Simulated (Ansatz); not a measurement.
# Worked example: the enthalpy of H3NO + H2O → H2O2 + NH3

Species: H3NO (hydroxylamine) `NO`, singlet; H2O (water) `O`, singlet; H2O2 (hydrogen peroxide) `OO`, singlet; NH3 (ammonia) `N`, singlet. The partners trade NH2 for OH: O–NH2 and H–OH bonds give way to O–OH and H–NH2.

Shapes, held fixed at every level: PBE0-D4/def2-TZVP. Flexible molecules stand in one conformer, not always the lowest. Programs: Ansatz 0.2.0. The zero-point and thermal terms to 298 K, harmonic and unscaled (PBE0-D4/def2-TZVP), stand in the table.

At r2SCAN-D4/def2-TZVPP; 1 Eh = 2625.50 kJ/mol:

| species | energy (Eh) | H(298 K) − E (kJ/mol) | tabulated ΔfH (kJ/mol) |
| --- | --- | --- | --- |
| H3NO | -131.706509 | 117.8 | -43.5 |
| H2O | -76.423244 | 66.4 | -241.8 |
| H2O2 | -151.543111 | 81.6 | -135.4 |
| NH3 | -56.548660 | 100.5 | -45.6 |

Task: Work out the reaction enthalpy at 298 K from the calculation and from the table of heats.

Result: 
1. Electronic: (-151.543111) + (-56.548660) − [(-131.706509) + (-76.423244)] = 0.037982 Eh = +99.7 kJ/mol.
2. Zero-point and thermal: (81.6) + (100.5) − [(117.8) + (66.4)] = -2.1 kJ/mol.
3. Computed ΔH = +97.6 kJ/mol.
4. From the heats of formation (Active Thermochemical Tables): (-135.4) + (-45.6) − [(-43.5) + (-241.8)] = +104.3 kJ/mol.
5. Computed less tabulated: -6.7 kJ/mol. Tabulated heats carry uncertainties of their own.
